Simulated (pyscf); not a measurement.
Cl–GeH₃ → Cl–GeH: [singlet] + H₂ (1,1-elimination; singlet surface; Ge–H, Ge–H broken, H–H formed). Single points on ωB97X-D3(BJ)/def2-SVP structures (PySCF, gas phase). Energies in kcal/mol from the reactant's lowest minimum found.

```csv
level,barrier,reaction energy
ωB97X-D3(BJ)/def2-TZVP,___,+33.4
PBE/def2-TZVP,50.6,+27.8
r²SCAN/def2-TZVP,54.7,+32.9
PBE0-D3(BJ)/def2-TZVP,56.8,+33.0
ωB97M-D3(BJ)/def2-TZVP,59.5,+29.5
HF/def2-TZVP,___,___
```

Q: Complete the blanks.

A: 
- ωB97X-D3(BJ)/def2-TZVP, barrier: 62.9
- HF/def2-TZVP, barrier: 77.0
- HF/def2-TZVP, reaction energy: +33.1

The functionals in the table span 12.2 kcal/mol in this barrier, from PBE to ωB97X-D3(BJ)/def2-TZVP. This is the saddle that the search found; another between the same sides may lie lower. Elements up to Kr have no core potential and no relativistic terms here.
